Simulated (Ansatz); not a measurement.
**SiNHF (doublet): the correlation ladder, def2-TZVPP**

An exercise on one series of results from a longer session: the logs are not shown, and one member is left open.

Program: Ansatz 0.2.0, Gaussian basis. Level of theory: def2-TZVPP, core rule «outside noble gas», up to 7 orbitals frozen. These are calculated values, not measurements.

Plan: UHF; ROHF; CCSD(T) on UHF.

**The geometry**

The geometry is a PBE0/def2-TZVP stationary point (not a proven minimum) of the parent state, kept for this charge and spin.

4 atoms, charge 0, spin multiplicity 2.

Atoms are counted from 1 here; the program's logs count them from 0.

Bond lengths: F1–Si3 1.600 Å, N2–Si3 1.831 Å, Si3–H4 1.500 Å. Angles: F1–Si3–N2 105.3°, F1–Si3–H4 106.8°, N2–Si3–H4 106.4°.

The first run:

Contents of in.yaml:

```yaml
crystal:
  periodic: [false, false, false]
  atoms:
    - {symbol: F, position_ang: [0.072839, -0.480480, 1.191357]}
    - {symbol: N, position_ang: [0.078200, -0.504380, -1.538768]}
    - {symbol: Si, position_ang: [-0.125489, 0.523752, -0.037976]}
    - {symbol: H, position_ang: [1.037026, 1.471534, -0.014144]}
basis:
  gaussian: {orbitals: def2-TZVPP}
magnetization: {spin_polarized: true, initial_magnetization: 1}
hamiltonian: {xc: hf}
output: {orbitals: {seedname: orbitals}}
```

The run is started by

```sh
ansatz run in.yaml --threads 1 --pin off --events-out ev --progress --plain --max-ram 4096MiB --backend cpu
```

Among the steps run: UHF; ROHF; CCSD(T) on UHF.

One of the session's tables, all rows but one given; the rest of the session is left out.

| method | from UCCSD(T) (kJ/mol) |
| --- | --- |
| ROHF | +1563.9 |
| UHF | +1367.8 |
| UMP2 | +134.0 |
| UCCSD | ? |
| UCCSD(T) | 0 |

**Question.** Estimate the row for UCCSD.

**Answer.** from UCCSD(T) (kJ/mol): +46.9. In the column «from UCCSD(T) (kJ/mol)» it lies between UCCSD(T) (0) and UMP2 (+134.0).

To keep in mind: The determinant is far from a pure spin state, so its energy mixes those of several spin states (harmless only where they are near-degenerate, as at dissociation).
